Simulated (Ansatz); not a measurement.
`[SiH]Cl` + H–F → `F[SiH]` + HCl at 700 K and 1 bar (ligand exchange at the Si–Cl bond).

Program: Ansatz. Geometries: PBE0-D4/def2-TZVP. ΔE: electronic, gas phase. CBS: def2 TZ/QZ extrapolation, frozen cores.

```json
{"species": "`[SiH]Cl`", "CCSD(T)/CBS energy (Eh)": "-749.43816", "H − E (kJ/mol)": "49.2", "S (J/(mol·K))": "290.2"}
{"species": "H–F", "CCSD(T)/CBS energy (Eh)": "-100.39431", "H − E (kJ/mol)": "45.2", "S (J/(mol·K))": "198.5"}
{"species": "`F[SiH]`", "CCSD(T)/CBS energy (Eh)": "-389.46051", "H − E (kJ/mol)": "50.0", "S (J/(mol·K))": "276.0"}
{"species": "HCl", "CCSD(T)/CBS energy (Eh)": "-460.38167", "H − E (kJ/mol)": "38.4", "S (J/(mol·K))": "211.8"}
```

H − E and S are ideal-gas, rigid-rotor, harmonic terms from PBE0-D4/def2-TZVP. 1 Eh = 2625.50 kJ/mol, R = 8.31446 J/(mol·K).

Problem. By hand: ΔE, ΔH, ΔS and ΔG.

Solution. ΔE = (-389.46051) + (-460.38167) − (-749.43816) − (-100.39431) = -0.00971 Eh = -25.5 kJ/mol. Δ(H − E) = 50.0 + 38.4 − 49.2 − 45.2 = -6.0, so ΔH = -31.5 kJ/mol. ΔS = 276.0 + 211.8 − 290.2 − 198.5 = -0.9 J/(mol·K). ΔG = -31.5 − 700 × (-0.9)/1000 = -30.9 kJ/mol.

Problem. By hand: the equilibrium constant, and the temperature at which ΔG would vanish if ΔH and ΔS stayed fixed.

Solution. log₁₀ K = −ΔG/(RT ln 10) = 2.3. ΔG = 0 at ΔH/ΔS = 35000 K, far beyond where these terms or the molecules hold.

The number of gas molecules stays the same, so ΔS is small and ΔH decides. A doubt of 5 kJ/mol in ΔE shifts log₁₀ K by 0.4 here. These are equilibria of isolated gas molecules and say nothing of rates. Largest T1 diagnostic: 0.015 (customary marks: 0.02 for closed shells, 0.045 for open ones).
